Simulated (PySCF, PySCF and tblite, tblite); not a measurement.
**4-penten-1-ol (C₅H₁₀O): a path driven as rotation about a bond, and NMR exchange**

How fast is rotation about a bond in 4-penten-1-ol (C₅H₁₀O) (`C=CCCCO`), and when do the exchanging lines merge?

Programs: PySCF 2.14.0 with density-fitted response routines of our own, and tblite 0.8.0. All values are computed, except where a source is named. Atoms count from 0 throughout.

### Step 1. The molecule as given

16 atoms, charge 0, multiplicity 1; geometry from: force field or distance geometry start.

Bonds of the start (Å): C0–C1 1.34, C0–H6 1.09, C0–H7 1.08, C1–C2 1.50, C1–H8 1.09, C2–C3 1.55, C2–H10 1.09, C2–H9 1.10, C3–C4 1.53, C3–H11 1.08, C3–H12 1.09, C4–H13 1.09, C4–H14 1.10, C4–O5 1.42, O5–H15 0.97.

### Step 2. GFN2-xTB relaxation, start minimum

Job settings and geometry (Å):

```
{"job": {"xc": "GFN2-xTB", "basis": "xTB", "kind": "relax"}, "charge": 0, "multiplicity": 1}
C      2.518900     1.099800    -0.214200
C      1.761100     0.000100    -0.337000
C      0.512400    -0.256300     0.452400
C     -0.703000    -0.376100    -0.494000
C     -1.987100    -0.688000     0.285700
O     -2.321900     0.378200     1.155400
H      2.236200     1.911600     0.456500
H      3.425100     1.228500    -0.790900
H      2.093000    -0.791400    -1.009000
H      0.328200     0.552700     1.176500
H      0.625100    -1.178400     1.024800
H     -0.829000     0.549100    -1.043300
H     -0.530700    -1.181400    -1.205400
H     -1.877500    -1.600800     0.868800
H     -2.823200    -0.819500    -0.414500
H     -2.435400     1.180800     0.630200
```

Run with:

```bash
$ OMP_NUM_THREADS=1 python ens_run.py task.json out
```

The driver reads the study from task.json and runs its stages one after another.

The program printed:

```text
step      E/eV     max force
  0    -539.49973    1.266
  1    -539.52527    0.957
  2    -539.53927    0.343
  3    -539.54646    0.229
  4    -539.55072    0.134
  5    -539.55277    0.114
  6    -539.55499    0.110
  7    -539.55628    0.093
  8    -539.55713    0.063
  9    -539.55766    0.046
 10    -539.55804    0.055
 11    -539.55830    0.045
 12    -539.55850    0.034
 13    -539.55864    0.022
 14    -539.55875    0.023
 15    -539.55882    0.022
 16    -539.55888    0.021
 17    -539.55893    0.014
 18    -539.55897    0.014
 19    -539.55900    0.013
 20    -539.55903    0.016
 21    -539.55906    0.015
 22    -539.55910    0.018
 23    -539.55915    0.016
 24    -539.55919    0.017
 25    -539.55924    0.018
 26    -539.55929    0.021
 27    -539.55935    0.023
 28    -539.55941    0.020
 29    -539.55948    0.021
 30    -539.55953    0.020
 31    -539.55957    0.018
 32    -539.55961    0.020
 33    -539.55966    0.020
 34    -539.55970    0.016
 35    -539.55975    0.017
 36    -539.55980    0.023
 37    -539.55987    0.027
 38    -539.55997    0.025
 39    -539.56005    0.023
 40    -539.56010    0.016
 41    -539.56013    0.016
 42    -539.56016    0.015
 43    -539.56019    0.016
 44    -539.56022    0.016
 45    -539.56025    0.017
 46    -539.56027    0.019
 47    -539.56030    0.016
 48    -539.56032    0.010
 49    -539.56034    0.011
 50    -539.56036    0.014
 51    -539.56039    0.018
 52    -539.56043    0.019
 53    -539.56046    0.017
 54    -539.56049    0.016
 55    -539.56052    0.016
 56    -539.56056    0.018
 57    -539.56059    0.015
 58    -539.56061    0.008
 59    -539.56062    0.006
 60    -539.56062    0.006
 61    -539.56063    0.007
 62    -539.56064    0.008
 63    -539.56065    0.009
 64    -539.56066    0.009
 65    -539.56067    0.010
 66    -539.56068    0.011
 67    -539.56070    0.012
 68    -539.56072    0.014
 69    -539.56073    0.014
 70    -539.56076    0.016
 71    -539.56078    0.013
 72    -539.56079    0.013
 73    -539.56080    0.007
 74    -539.56080    0.006
 75    -539.56081    0.006
 76    -539.56081    0.007
 77    -539.56082    0.006
 78    -539.56083    0.005
 79    -539.56083    0.005
 80    -539.56084    0.005
 81    -539.56084    0.005
 82    -539.56084    0.005
 83    -539.56084    0.004
 84    -539.56085    0.004
 85    -539.56085    0.003
```

Wall time 0.56 s (1 thread of Arm Neoverse N1, shared host).

The energy fell by 0.061 eV, and the atoms moved 0.08 Å (root mean square).

### Step 3. Relaxed scan, rotation

Job settings and geometry (Å):

```
{"job": {"xc": "GFN2-xTB", "basis": "xTB", "coordinate": [["t", [2, 3, 4, 5], 0.1111111111111111], ["t", [2, 3, 4, 13], 0.1111111111111111], ["t", [2, 3, 4, 14], 0.1111111111111111], ["t", [11, 3, 4, 5], 0.1111111111111111], ["t", [11, 3, 4, 13], 0.1111111111111111], ["t", [11, 3, 4, 14], 0.1111111111111111], ["t", [12, 3, 4, 5], 0.1111111111111111], ["t", [12, 3, 4, 13], 0.1111111111111111], ["t", [12, 3, 4, 14], 0.1111111111111111]], "kind": "drive"}, "charge": 0, "multiplicity": 1}
C      2.484469     1.113765    -0.182385
C      1.757969     0.023456    -0.338040
C      0.513455    -0.283202     0.430613
C     -0.694640    -0.428950    -0.499952
C     -1.986926    -0.650486     0.287237
O     -2.301590     0.423211     1.140850
H      2.222199     1.870032     0.539694
H      3.374450     1.297082    -0.760214
H      2.041699    -0.721018    -1.071588
H      0.314624     0.506371     1.157113
H      0.647373    -1.220619     0.977891
H     -0.793478     0.476552    -1.106533
H     -0.546279    -1.271654    -1.177530
H     -1.886694    -1.519846     0.941425
H     -2.815951    -0.836926    -0.412841
H     -2.338279     1.231176     0.616231
```

The program printed:

```text
point  coordinate     E/eV
  0    -41.600     -539.54018
  1    -26.700     -539.49556
  2    -11.500     -539.45634
  3      3.700     -539.44459
  4     19.000     -539.46321
  5     34.000     -539.51233
  6     48.900     -539.54263
  7     63.600     -539.54592
```

Wall time 2.8 s (1 thread of Arm Neoverse N1, shared host).

The highest point is number 3, 2.2 kcal/mol above the first.

### Step 4. Nudged elastic band, leg 1

Job settings and geometry (Å):

```
{"job": {"xc": "GFN2-xTB", "basis": "xTB", "kind": "neb"}, "charge": 0, "multiplicity": 1}
C      2.484469     1.113765    -0.182385
C      1.757969     0.023456    -0.338040
C      0.513455    -0.283202     0.430613
C     -0.694640    -0.428950    -0.499952
C     -1.986926    -0.650486     0.287237
O     -2.301590     0.423211     1.140850
H      2.222199     1.870032     0.539694
H      3.374450     1.297082    -0.760214
H      2.041699    -0.721018    -1.071588
H      0.314624     0.506371     1.157113
H      0.647373    -1.220619     0.977891
H     -0.793478     0.476552    -1.106533
H     -0.546279    -1.271654    -1.177530
H     -1.886694    -1.519846     0.941425
H     -2.815951    -0.836926    -0.412841
H     -2.338279     1.231176     0.616231
```

The program printed:

```text
image   E - E0 / eV
  0       0.0000
  1       0.0487
  2       0.1116
  3       0.1040
  4       0.0536
  5       0.0193
  6       0.0093
```

Run time: 1.6 s. Hardware: 1 thread of Arm Neoverse N1, shared host; peak memory 0.19 GiB.

The highest point is number 2, 2.6 kcal/mol above the first.

### Step 5. Saddle search, leg 1

Job settings and geometry (Å):

```
{"job": {"xc": "GFN2-xTB", "basis": "xTB", "kind": "saddle"}, "charge": 0, "multiplicity": 1}
C      2.512232     1.044701    -0.226351
C      1.810999    -0.056709    -0.419325
C      0.613038    -0.437408     0.390940
C     -0.673633    -0.216237    -0.411000
C     -1.939579    -0.569333     0.390225
O     -2.701032     0.560416     0.741210
H      2.266885     1.734594     0.565310
H      3.358332     1.302253    -0.838951
H      2.063533    -0.735290    -1.224775
H      0.577858     0.153422     1.307378
H      0.671833    -1.495452     0.659709
H     -0.731599     0.834434    -0.707669
H     -0.628726    -0.816847    -1.321370
H     -1.674728    -1.040645     1.339138
H     -2.562387    -1.276091    -0.177085
H     -2.963025     1.014192    -0.067384
```

The program printed:

```text
step      E/eV     max force
  0    -539.44926   0.0505
  1    -539.44916   0.0668
  2    -539.44822   0.1280
  3    -539.44937   0.0338
  4    -539.44959   0.0398
  5    -539.45047   0.0616
  6    -539.45132   0.0368
  7    -539.45157   0.0382
  8    -539.45163   0.0058
  9    -539.45164   0.0036
lowest wavenumbers (cm-1): -110.2 67.7 89.3 214.2 346.0 364.3
```

Run time: 3.9 s. Hardware: 1 thread of Arm Neoverse N1, shared host; peak memory 0.19 GiB.

Point group C1; 1 imaginary mode, 110i cm⁻¹, carried by O5, C3, C4. Steps downhill from it reached both ends.

### Step 6. Shieldings, start: PBE0/pcSseg-1

Job settings and geometry (Å):

```
{"job": {"kind": "nmr", "xc": "PBE0", "basis": "pcSseg-1", "pop": false}, "charge": 0, "multiplicity": 1}
C      2.484469     1.113765    -0.182385
C      1.757969     0.023456    -0.338040
C      0.513455    -0.283202     0.430613
C     -0.694640    -0.428950    -0.499952
C     -1.986926    -0.650486     0.287237
O     -2.301590     0.423211     1.140850
H      2.222199     1.870032     0.539694
H      3.374450     1.297082    -0.760214
H      2.041699    -0.721018    -1.071588
H      0.314624     0.506371     1.157113
H      0.647373    -1.220619     0.977891
H     -0.793478     0.476552    -1.106533
H     -0.546279    -1.271654    -1.177530
H     -1.886694    -1.519846     0.941425
H     -2.815951    -0.836926    -0.412841
H     -2.338279     1.231176     0.616231
```

The program printed:

```text
coarse grid: 12720 points
cycle   1  E = -271.2521929890  dE =  5.877e-01  |g| = 6.544e-01  |ddm| = 3.348e+00
cycle   2  E = -271.2000612441  dE =  5.213e-02  |g| = 8.629e-01  |ddm| = 1.179e+00
cycle   3  E = -271.3385193078  dE = -1.385e-01  |g| = 8.117e-02  |ddm| = 7.327e-01
cycle   4  E = -271.3397119592  dE = -1.193e-03  |g| = 2.835e-02  |ddm| = 7.800e-02
cycle   5  E = -271.3398992971  dE = -1.873e-04  |g| = 5.292e-03  |ddm| = 2.589e-02
cycle   6  E = -271.3399042490  dE = -4.952e-06  |g| = 2.409e-03  |ddm| = 6.095e-03
final grid: 120968 points
cycle   7  E = -271.3873847576  dE = -3.001e-05  |g| = 1.075e-02  |ddm| = 2.603e-02
cycle   8  E = -271.3873601667  dE =  2.459e-05  |g| = 1.505e-02  |ddm| = 1.948e-02
cycle   9  E = -271.3874111091  dE = -5.094e-05  |g| = 1.731e-03  |ddm| = 1.182e-02
cycle  10  E = -271.3874118361  dE = -7.269e-07  |g| = 2.311e-04  |ddm| = 1.373e-03
cycle  11  E = -271.3874118444  dE = -8.358e-09  |g| = 1.392e-04  |ddm| = 2.566e-04
cycle  12  E = -271.3874118485  dE = -4.076e-09  |g| = 1.777e-05  |ddm| = 1.073e-04
cycle  13  E = -271.3874118486  dE = -6.156e-11  |g| = 6.045e-06  |ddm| = 2.058e-05
converged SCF energy = -271.3874118486

GIAO shielding tensors (ppm)
atom      isotropic    diamagn.    paramagn.     s11        s22        s33       span
  0 C       66.384     253.561    -187.178    -44.605     86.779    156.977    201.583
  1 C       38.487     256.271    -217.784    -85.754     44.757    156.458    242.211
  2 C      149.584     248.501     -98.917    130.858    149.611    168.282     37.424
  3 C      146.083     250.364    -104.281    136.199    138.755    163.295     27.096
  4 C      119.338     241.965    -122.628     92.716    112.994    152.304     59.588
  5 O      295.371     389.812     -94.441    237.242    282.626    366.247    129.005
  6 H       26.298      31.734      -5.436     23.053     25.622     30.218      7.165
  7 H       26.489      28.577      -2.088     23.676     25.438     30.352      6.676
  8 H       25.523      31.375      -5.852     23.105     24.855     28.610      5.505
  9 H       29.023      33.164      -4.142     24.681     30.605     31.782      7.102
 10 H       29.663      31.717      -2.054     25.758     28.726     34.507      8.748
 11 H       30.607      33.165      -2.558     27.294     30.060     34.467      7.174
 12 H       30.089      32.416      -2.327     26.196     29.056     35.016      8.820
 13 H       28.102      28.935      -0.834     23.874     27.816     32.615      8.742
 14 H       27.462      28.353      -0.891     22.024     27.502     32.859     10.834
 15 H       32.174      32.756      -0.582     24.236     29.327     42.959     18.724
```

It took 24 s on 1 thread of Arm Neoverse N1, shared host; peak memory 0.73 GiB.

This run: HOMO -7.38 eV, LUMO 0.49 eV; dipole 1.55 D.

[end of part 1 of 2]
